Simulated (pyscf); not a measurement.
This saddle point was located with ωB97X-D3(BJ)/def2-SVP in PySCF.

```xyz
6

Si     0.2754     0.1054     0.2608
F      2.0531     0.5101    -0.4471
H     -0.5394    -0.1405     1.5106
H     -0.2327    -0.7732    -0.8277
H      1.4250    -0.9646     0.9105
H      1.9981    -0.4054     0.3294
```
Charge 0, spin multiplicity 2.

Surface: doublet, charge 0. Lowest wavenumbers (cm⁻¹): 1195i, 278, 589, 758, 853.

What reaction is this the transition state of?

F–SiH₂• + hydrogen (H₂) ⇌ silyl (SiH₃•) + hydrogen fluoride (HF), a four-centre exchange read from left to right: F–Si, H–H broken and H–Si, F–H formed. At ωB97M-D3(BJ)/def2-TZVP it lies +214.9 kJ/mol from the left side and +115.4 kJ/mol from the right (each side as separated species at their lowest minima found). The same reactants have a lower exit, to F–SiH₃ + H• (barrier +61.9 kJ/mol at ωB97M-D3(BJ)/def2-TZVP, against +214.9 kJ/mol here). One saddle was located; it need not be the lowest between these sides.
